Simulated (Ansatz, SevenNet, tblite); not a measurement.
Ladder of methods for the elastic constant C66 of chalcopyrite CdGeAs2

Reference value: 40.8 GPa (measured, temperature not stated, no zero-point or thermal correction; as tabulated in Oses et al. (2018), arXiv:1811.08464).

Put these levels in order of the elastic constant C66 that they give for chalcopyrite CdGeAs2, smallest first: GFN1-xTB (tblite), PBEsol (Ansatz, an electronic-structure program), SevenNet-0, SevenNet-l3i5.

GFN1-xTB (3.08 GPa), SevenNet-0 (16.0 GPa), SevenNet-l3i5 (23.5 GPa), PBEsol (38.0 GPa)

Unless a cell is named, each level is at its own relaxed cell (GFN1-xTB 25.47, SevenNet-0 26.41, SevenNet-l3i5 26.38, PBEsol 24.96 Å³/atom).

Differences against the reference: GFN1-xTB -92 %, SevenNet-0 -61 %, SevenNet-l3i5 -42 %, PBEsol -6.9 %.

The measured value isn't corrected to a static lattice, so vibrations enter the comparison.  GFN1-xTB: the method was fitted mainly to molecules. GFN1-xTB: the run uses a supercell at the zone centre in place of a k mesh. Each level is taken at its own relaxed cell. Ansatz's density-functional and Hartree–Fock values are scalar-relativistic unless marked +SOC, with PAW data made under PBE.

Machine-learned potentials (SevenNet-0, SevenNet-l3i5) are trained on DFT data: a solid inside that data is no test of them.

Differences are worked out from the printed values.
